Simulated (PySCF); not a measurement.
Species: 3-methyl-2-butenenitrile, C5H7N.
Atom-mapped SMILES: `[CH3:1][C:2]([CH3:3])=[CH:4][C:5]#[N:6]` (hydrogens: H7, H8, H9 on C1; H10, H11, H12 on C3; H13 on C4)

A GFN2-xTB structure was refined with PySCF 2.14.0, PBE0-D3(BJ)/def2-SVP geometry optimisation, gas phase. Its GFN2-xTB values:

| coordinate | GFN2-xTB |
| --- | --- |
| C1–C2 | 1.494 Å |
| C1–H7 | 1.090 Å |
| C2–C3 | 1.493 Å |
| C2=C4 | 1.338 Å |
| C3–H10 | 1.087 Å |
| C4–C5 | 1.405 Å |
| C4–H13 | 1.082 Å |
| C5≡N6 | 1.148 Å |
| C1–C2–C3 | 115.9° |
| C1–C2–C4 | 122.5° |
| C2–C4–C5 | 123.5° |
| C3–C2–C4 | 121.6° |
| C4–C5–N6 | 178.9° |

How do these coordinates change at the PBE0-D3(BJ)/def2-SVP level?

```tsv
coordinate	PBE0-D3(BJ)/def2-SVP (Å or °)	change
C4–C5	1.425	+0.020
C5≡N6	1.161	+0.013
C1–H7	1.102	+0.012
C2=C4	1.350	+0.012
C4–H13	1.094	+0.012
C3–H10	1.098	+0.011
C2–C3	1.495	+0.002
C1–C2	1.495	+0.001
C3–C2–C4	120.6	-1.0
C1–C2–C3	116.7	+0.8
C4–C5–N6	179.4	+0.5
C2–C4–C5	123.3	-0.2
C1–C2–C4	122.7	+0.2
```

The energy falls by 0.046 eV over 4 energy and gradient evaluations, the largest force component goes from 0.0330 to 4.0e-04 Eh/bohr, and the atoms move by 0.020 Å rms after alignment. The bond that changes most is C4–C5 (alkene CH carbon to nitrile carbon), which lengthens by 0.020 Å. Bonds longer at the end by more than 0.005 Å: 10 of 12; shorter: 0. Rotational constants go from 8540, 2211, 1795 to 8402, 2181, 1769 MHz.

The run used 119 basis functions and 27 SCF cycles in all.

Stationary, but not proved a minimum.
